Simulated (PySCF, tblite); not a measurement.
# sulfur difluoride and hydrogen sulfide

A gas-phase complex of sulfur difluoride and hydrogen sulfide; neutral, singlet. The structure comes from a short search (6 tight-binding starts) and was relaxed by PBE0-D3(BJ)/def2-TZVPD; another way of binding may lie lower. No frequency run checks that it is a minimum.

Parts: 1 = sulfur difluoride (FSF), atoms 1–3; 2 = hydrogen sulfide (S), atoms 4–6.

```xyz
6

F     1.252   -0.232   -0.052
S     0.005    0.728    0.244
F    -1.107   -0.251   -0.379
S     2.169    2.495    1.409
H     2.854    2.508    0.254
H     2.816    1.403    1.845
```
(Å; atoms numbered from 1)

Contacts between parts, classed by geometry: F3–S2···S4 3.027 Å (chalcogen bond, 178°).

Interaction energies are complex less parts, with the parts frozen as they stand in it; counterpoise-corrected, in kcal/mol (PySCF). The CCSD(T) estimate is Hartree-Fock/aug-cc-pVQZ, plus the MP2 correlation part extrapolated as X⁻³ from aug-cc-pVTZ and aug-cc-pVQZ, plus CCSD(T) less MP2 in aug-cc-pVDZ; noble-gas cores are frozen. It isn't the exact limit.

| level | interaction | superposition error removed |
| --- | --- | --- |
| Hartree-Fock/aug-cc-pVQZ | 1.21 | - |
| wB97M-D3(BJ)/def2-TZVPD | -2.99 | -0.19 |
| PBE0-D3(BJ)/def2-TZVPD | -4.50 | -0.17 |
| MP2/aug-cc-pVQZ | -3.43 | -0.38 |

What does CCSD(T) at its estimated basis limit give, and which of these levels comes nearest?

-3.01 kcal/mol. wB97M-D3(BJ)/def2-TZVPD is nearest, off by +0.02; the errors are Hartree-Fock/aug-cc-pVQZ +4.22, wB97M-D3(BJ)/def2-TZVPD +0.02, PBE0-D3(BJ)/def2-TZVPD -1.49, MP2/aug-cc-pVQZ -0.42.

What holds them together? Decompose the wB97M-D3(BJ)/def2-TZVPD energy: frozen parts, their antisymmetrised product, then relaxation.

electrostatic -10.9, Pauli repulsion +15.3, orbital relaxation -6.2, dispersion correction -1.3 kcal/mol, which sum to the value before the counterpoise correction; the Pauli term holds the exchange-correlation of the frozen density too. Of the attraction, 59 % is electrostatic, 34 % is orbital relaxation, 7 % is dispersion correction.

The parts were also relaxed and run alone, at the levels used for the complex: shieldings by PBE0/pcSseg-2; core levels by delta-SCF with SCAN, pcX-2 on the ionised atom and pcseg-1 elsewhere, spin-free X2C (2p3/2 is the spin-free 2p value less a third of a first-order spin-orbit splitting).

What does binding change?


```
                property   alone  in the complex  change
          F3–S2 bond (Å)   1.590           1.608  +0.017
   shielding of S2 (ppm)  -886.8          -771.8  +114.9
   shielding of S4 (ppm)   712.6           671.1   -41.5
   shielding of F3 (ppm)   355.8           308.1   -47.7
   F1 1s core level (eV)  693.98          693.23   -0.75
S2 2p3/2 core level (eV)  174.03          172.78   -1.26
S4 2p3/2 core level (eV)  170.37          170.78   +0.41
```
